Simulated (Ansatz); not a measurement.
A nudged elastic band was laid between two geometries of C4H6S (11 atoms, charge 0, multiplicity 1).

All numbers below come from RKS PBE-D4/def2-SVP in Ansatz.

```json
{
  "movable images": "5",
  "climbing image": "yes",
  "spring": "5.0 eV/Å²",
  "optimiser": "quadratic models (default)",
  "start path": "through a guess of the saddle point",
  "force threshold": "0.05 eV/Å",
  "iteration limit": "60",
  "end points": "relaxed"
}
```

Image 0:

```xyz
11
Properties=species:S:1:pos:R:3
C -0.599 1.460 1.311
C 0.135 0.412 0.916
S 1.719 -0.324 1.051
C 0.170 -0.798 0.097
C 0.200 -0.736 -1.413
H -1.638 1.563 0.962
H -0.193 2.228 1.984
H -0.320 -1.696 0.521
H 0.728 0.173 -1.761
H 0.702 -1.626 -1.842
H -0.839 -0.713 -1.806
```

Image 6:

```xyz
11
Properties=species:S:1:pos:R:3
C -0.907 1.695 1.303
C -0.310 0.688 0.699
S 1.447 -1.316 1.045
C 0.312 -0.306 0.085
C 0.210 -0.584 -1.394
H -1.931 1.600 1.707
H -0.408 2.672 1.433
H 1.093 -2.507 0.476
H 1.207 -0.504 -1.875
H -0.159 -1.617 -1.574
H -0.487 0.122 -1.886
```

Question: Which bonds break or form, and what moves?

Answer: Bonds broken: C2–S3, C4–H8. Bonds formed: S3–H8.

Question: Give the energies along the band, and the barrier.

Answer: The forces met the threshold. The highest image is number 2 of 0 to 6, 64.8 kcal/mol above the first end and 54.2 kcal/mol above the last; the last end lies 10.6 kcal/mol above the first. Neighbouring images differ by up to 1.9 eV, so the band resolves the path poorly. A vibrational analysis at the climbing image gives one clearly imaginary mode, 687i cm⁻¹: a first-order saddle point. The orbitals stay closed-shell, which can raise the energy where a bond breaks towards radicals; this wasn't checked here.

```json
{"image": "0", "path coordinate (Å)": "0.00", "energy (kcal/mol)": "0.0", "C2–S3 (Å)": "1.75", "C4–H8 (Å)": "1.11", "S3–H8 (Å)": "2.51"}
{"image": "1", "path coordinate (Å)": "0.84", "energy (kcal/mol)": "21.8", "C2–S3 (Å)": "1.77", "C4–H8 (Å)": "1.14", "S3–H8 (Å)": "2.03"}
{"image": "2", "path coordinate (Å)": "1.67", "energy (kcal/mol)": "64.8", "C2–S3 (Å)": "1.83", "C4–H8 (Å)": "1.87", "S3–H8 (Å)": "1.40"}
{"image": "3", "path coordinate (Å)": "2.55", "energy (kcal/mol)": "49.8", "C2–S3 (Å)": "2.19", "C4–H8 (Å)": "2.30", "S3–H8 (Å)": "1.34"}
{"image": "4", "path coordinate (Å)": "3.42", "energy (kcal/mol)": "18.5", "C2–S3 (Å)": "2.56", "C4–H8 (Å)": "2.45", "S3–H8 (Å)": "1.36"}
{"image": "5", "path coordinate (Å)": "4.29", "energy (kcal/mol)": "11.7", "C2–S3 (Å)": "2.66", "C4–H8 (Å)": "2.39", "S3–H8 (Å)": "1.37"}
{"image": "6", "path coordinate (Å)": "5.17", "energy (kcal/mol)": "10.6", "C2–S3 (Å)": "2.69", "C4–H8 (Å)": "2.37", "S3–H8 (Å)": "1.37"}
```

Question: What is the geometry of the highest image?

Answer: 
```xyz
11
Properties=species:S:1:pos:R:3:forces:R:3
C -0.616 1.446 1.234 0.00 0.00 0.00
C -0.108 0.279 0.796 0.00 0.00 0.00
S 1.451 -0.527 1.308 0.00 0.00 0.00
C -0.239 -0.814 -0.090 0.00 0.00 0.00
C 0.123 -0.668 -1.524 0.00 0.00 0.00
H -1.545 1.835 0.790 0.00 0.00 0.00
H -0.136 2.014 2.041 0.00 0.00 0.00
H 0.709 -1.717 1.240 0.00 0.00 0.00
H 0.805 0.175 -1.781 0.00 0.00 0.00
H 0.484 -1.612 -1.979 0.00 0.00 0.00
H -0.862 -0.467 -2.013 0.00 0.00 0.00
```

The band took 24 iterations and of the order of 3 core-minutes.

Run time: 110 s on 2 threads of Intel(R) Xeon(R) 6975P-C (Granite Rapids), on a shared host, peak memory 0.16 GiB.
